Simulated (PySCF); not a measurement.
**Basis-set dependence of population analyses: `C[C@H]1CC=C1Cl`**

Compound: C5H7Cl.
Structure used (PBE0-D3(BJ)/def2-SVP), in Å, numbered top down from 1:
```
atom  x, y, z in Å
C1     1.4591   -0.7055    0.2495
C2     0.2771   -0.1250   -0.4984
C3    -1.1554   -0.4528    0.0371
C4    -1.3320    1.0318    0.2652
C5    -0.1017    1.3007   -0.1909
Cl6    0.8154    2.7339   -0.3836
H7     1.5501   -1.7879    0.0703
H8     1.3562   -0.5425    1.3338
H9     2.3966   -0.2282   -0.0750
H10    0.3718   -0.3124   -1.5821
H11   -1.8315   -0.9068   -0.7062
H12   -1.1566   -1.0759    0.9467
H13   -2.1512    1.6424    0.6468
```

PBE0 throughout (PySCF), one geometry, spherical d and f functions. Isolated species at its PBE0-D3(BJ)/def2-SVP geometry, gas phase. Atoms taken as equivalent share a column and are averaged. The first 7 of 11 kinds of atom are listed.

Mulliken charges (e):

| basis | functions | C1 | C2 | C3 | C4 | C5 | Cl6 | H7/H8/H9 |
| --- | --- | --- | --- | --- | --- | --- | --- | --- |
| STO-3G | 41 | -0.234 | -0.051 | -0.141 | -0.085 | +0.002 | -0.101 | +0.085 |
| 6-31G | 72 | -0.485 | -0.207 | -0.356 | -0.132 | -0.242 | +0.164 | +0.174 |
| 6-31G* | 102 | -0.532 | -0.175 | -0.366 | -0.154 | -0.063 | +0.015 | +0.183 |
| def2-SVP | 123 | -0.007 | -0.234 | +0.103 | -0.195 | +0.121 | -0.100 | +0.047 |
| 6-311+G(2d,p) | 212 | -0.680 | +0.252 | -0.464 | -0.383 | +0.314 | +0.007 | +0.157 |
| def2-TZVP | 234 | -0.407 | +0.043 | -0.138 | -0.184 | -0.033 | -0.098 | +0.128 |

IAO charges (e):

| basis | functions | C1 | C2 | C3 | C4 | C5 | Cl6 | H7/H8/H9 |
| --- | --- | --- | --- | --- | --- | --- | --- | --- |
| STO-3G | 41 | -0.396 | -0.122 | -0.243 | -0.136 | -0.068 | -0.005 | +0.139 |
| 6-31G | 72 | -0.435 | -0.105 | -0.265 | -0.167 | -0.043 | -0.028 | +0.149 |
| 6-31G* | 102 | -0.416 | -0.096 | -0.247 | -0.166 | -0.037 | -0.024 | +0.142 |
| def2-SVP | 123 | -0.405 | -0.097 | -0.242 | -0.174 | -0.031 | -0.013 | +0.138 |
| 6-311+G(2d,p) | 212 | -0.428 | -0.099 | -0.255 | -0.178 | -0.035 | -0.020 | +0.146 |
| def2-TZVP | 234 | -0.428 | -0.099 | -0.255 | -0.179 | -0.035 | -0.017 | +0.146 |

Hirshfeld charges (e):

| basis | functions | C1 | C2 | C3 | C4 | C5 | Cl6 | H7/H8/H9 |
| --- | --- | --- | --- | --- | --- | --- | --- | --- |
| STO-3G | 41 | -0.040 | +0.017 | -0.011 | -0.045 | +0.050 | -0.129 | +0.019 |
| 6-31G | 72 | -0.102 | -0.009 | -0.055 | -0.059 | -0.002 | -0.059 | +0.037 |
| 6-31G* | 102 | -0.102 | -0.011 | -0.056 | -0.057 | +0.006 | -0.066 | +0.037 |
| def2-SVP | 123 | -0.116 | -0.020 | -0.065 | -0.062 | +0.005 | -0.032 | +0.040 |
| 6-311+G(2d,p) | 212 | -0.117 | -0.035 | -0.072 | -0.062 | -0.010 | -0.029 | +0.043 |
| def2-TZVP | 234 | -0.120 | -0.031 | -0.073 | -0.062 | -0.002 | -0.034 | +0.043 |

ESP-fitted charges (e):

```csv
basis,functions,C1,C2,C3,C4,C5,Cl6,H7/H8/H9
STO-3G,41,-0.521,+0.262,-0.360,-0.037,+0.026,-0.162,+0.141
6-31G,72,-0.538,+0.294,-0.338,-0.046,-0.137,-0.093,+0.147
6-31G*,102,-0.591,+0.362,-0.364,+0.013,-0.235,-0.050,+0.157
def2-SVP,123,-0.532,+0.328,-0.315,-0.015,-0.221,-0.034,+0.142
"6-311+G(2d,p)",212,-0.625,+0.390,-0.361,+0.004,-0.255,-0.040,+0.165
def2-TZVP,234,-0.624,+0.395,-0.360,+0.003,-0.247,-0.040,+0.163
```

Some averages cover members that differ in this geometry, most widely: H7/H8/H9, ESP-fitted in 6-311+G(2d,p) +0.145 to +0.188; H7/H8/H9, ESP-fitted in def2-TZVP +0.143 to +0.186; H7/H8/H9, ESP-fitted in 6-31G* +0.139 to +0.178; H7/H8/H9, ESP-fitted in def2-SVP +0.125 to +0.161 e.

Question: Which scheme is steadiest as the basis changes?

Answer: Largest range over the bases for any column: IAO 0.04 e, Hirshfeld 0.10 e, ESP-fitted 0.28 e, Mulliken 0.67 e. IAO charges move least and Mulliken charges most, counted in e. Without the minimal STO-3G basis the ranges are IAO 0.03, Hirshfeld 0.04, ESP-fitted 0.12, Mulliken 0.67 e.

Question: How much do the charges still move between the two largest bases, 6-311+G(2d,p) and def2-TZVP?

Answer: At most, over all atoms: Mulliken 0.347 e, IAO 0.003 e, Hirshfeld 0.008 e, ESP-fitted 0.008 e.

Question: What do the same runs give for the total energy, the frontier levels and the dipole moment?

Answer: 
| basis | energy (Eh) | HOMO (eV) | LUMO (eV) | μ (D) |
| --- | --- | --- | --- | --- |
| STO-3G | -647.1959 | -5.39 | 3.02 | 2.06 |
| 6-31G | -654.4176 | -6.91 | 0.49 | 1.94 |
| 6-31G* | -654.4876 | -6.85 | 0.50 | 1.71 |
| def2-SVP | -654.2263 | -6.93 | 0.31 | 1.48 |
| 6-311+G(2d,p) | -654.5740 | -7.03 | -0.06 | 1.67 |
| def2-TZVP | -654.5903 | -7.00 | 0.10 | 1.59 |

The dipole is fixed by the density alone, so its range of 0.58 D shows that the density itself changes with the basis, not only its division among atoms.
